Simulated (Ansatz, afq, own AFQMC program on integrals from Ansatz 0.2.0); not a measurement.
Two steps: Ansatz 0.2.0 writes the Fock matrix and Cholesky factors of the valence space, and afq projects on them the lowest state that overlaps trial and start.

```yaml
crystal:
  periodic: [false, false, false]
  atoms:
    - {symbol: F, position_ang: [0.000000, 0.000000, -1.516500]}
    - {symbol: B, position_ang: [0.000000, 0.000000, -0.235400]}
    - {symbol: Ge, position_ang: [0.000000, 0.000000, 1.751900]}
basis:
  gaussian: {orbitals: cc-pVDZ}
magnetization: {spin_polarized: true, initial_magnetization: 2}
correlation: {method: ccsd_t, electrons: outside_noble_gas, hamiltonian_folder: ham}
```

```sh
$ ansatz run in.yaml --threads 1 --pin off --events-out ev --progress --plain --max-ram 1843MiB
```

afq runs on the folder ham with

```
--method phaseless --trial hf --walkers 120 --populations 1 --least-time 40 --time-step 0.005 --steps-per-block 20 --equilibration-blocks 112 --max-blocks 600 --target-error 0.00135 --factor-cut 1e-05 --start spin_pure --seed 7477 --taylor-order 6
```

Times are imaginary, in 1/Eh. The walk had a cap of 1812 s. Filled inner d shells are frozen with the cores.

afq prints:

```
orbitals 39  electrons 8 6  factors 298 of 589
reference energy -2199.45058848 Eh
CCSD correlation -0.33132757 Eh in 12 cycles, weight of the determinant in the CISD state 0.8665
energy of the start -2199.450903 Eh
 block  time / (1/Eh)  mean weight  energy / Eh
     1     0.100  1.0037  -2199.560427
     2     0.200  1.0034  -2199.609962
     3     0.300  1.0014  -2199.661065
     4     0.400  1.0041  -2199.692755
     5     0.500  0.9999  -2199.729831
     8     0.800  1.0033  -2199.742458
    18     1.800  0.9988  -2199.740035
    69     6.900  1.0023  -2199.766104
   120    12.000  0.9996  -2199.792689
   171    17.100  1.0018  -2199.792037
   222    22.200  1.0013  -2199.793764
   256    25.600  1.0007  -2199.731265
   273    27.300  1.0006  -2199.777888
   324    32.400  1.0000  -2199.758872
   375    37.500  0.9967  -2199.797152
   426    42.600  0.9997  -2199.863941
   477    47.700  1.0018  -2199.811573
   528    52.800  1.0000  -2199.781608
   579    57.900  1.0010  -2199.810485
   630    63.000  1.0017  -2199.793438
   681    68.100  1.0035  -2199.799472
   698    69.800  0.9988  -2199.781318
blocks merged  error / Eh  count
     1  0.001098  600
     2  0.001406  300
     4  0.001758  150
     8  0.002052  75
    16  0.002442  37
    32  0.002583  18
    64  0.002926  9
energy -2199.791268 +/- 0.002583 Eh
(rows thinned)
```

The run passed its tests (sampling time, drift between the halves within three errors, error under three times the target), which doesn't prove that it has relaxed.

Against this walk (error 70.3 meV) on the same determinant: CCSD(T) 9.4 meV lower (within the noise), CCSDT(Q) 66.8 meV lower (within the noise), a separate phaseless walk with a CISD trial and standard settings 36.8 ± 72.7 meV lower (within the noise). The error is statistical and leaves out the bias of the constraint.

Cautions: constraint bias not in the error; error above the target (70.3 against 36.7 meV); no relativity below Rb; no spin-orbit coupling; inner d shell frozen.

The walk took 6.1 min on 1 thread of Arm Neoverse V1, on a shared host. The log's last line is the phaseless energy.

CCSDT and higher add their correlation energy to the determinant of the CCSD(T) run, since their own runs factorise the integrals more tightly (a shift of under 2 meV). A walk keeps the symmetry of its determinant, which the program's search chose and which needn't be the lowest solution, so a lower state of the same spin and another symmetry isn't excluded.
